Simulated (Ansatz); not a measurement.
Results of HSE06 (Ansatz, a quantum-chemistry and plane-wave program, PAW) for fluorite CdF2.

Numerical settings: plane-wave cutoff 520 eV, 8×8×8 k mesh, scalar-relativistic PAW data made under PBE.

Computed at the level's own relaxed cell.

```
CELL_PARAMETERS angstrom
      0.00000     2.70874     2.70874
      2.70874     0.00000     2.70874
      2.70874     2.70874     0.00000
ATOMIC_POSITIONS crystal
  Cd 0.00000 0.00000 0.00000
  F  0.25000 0.25000 0.25000
  F  0.75000 0.75000 0.75000
```

Question: Give the elastic tensor (Voigt notation, GPa, ions relaxed, in the Cartesian axes of the cell as printed).

Answer: 
```
  181.5    64.7    64.7     0.0     0.0     0.0
   64.7   181.5    64.7     0.0     0.0     0.0
   64.7    64.7   181.5     0.0     0.0     0.0
    0.0     0.0     0.0    19.7     0.0     0.0
    0.0     0.0     0.0     0.0    19.7     0.0
    0.0     0.0     0.0     0.0     0.0    19.7
```

Computed values are for the static lattice.
